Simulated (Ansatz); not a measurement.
Results of PBEsol in Ansatz (plane waves, PAW) for rock-salt MnSe.

Numerical settings: plane-wave cutoff 520 eV, 18×18×18 k mesh, Fermi–Dirac smearing 0.05 eV, spin-polarised start, scalar-relativistic PAW data made under PBE.

Computed at the level's own relaxed cell.

Question: Give the computed lattice constant a and bulk modulus B0.

Answer: 
- lattice constant a = 5.240 Å
- bulk modulus B0 = 54.8 GPa

The run finds no gap.

Note: the magnetic order was assumed, not searched for or taken from measurement; the relaxation could not lower the start's symmetry, so the cell can be a saddle point above a distorted one; the bulk modulus is −V dP/dV from two relaxed cells at ±2 % in volume; the volume lies 11 % below that of the published cell.

The result took very roughly 90 core-seconds.

Ansatz is a first-principles code.
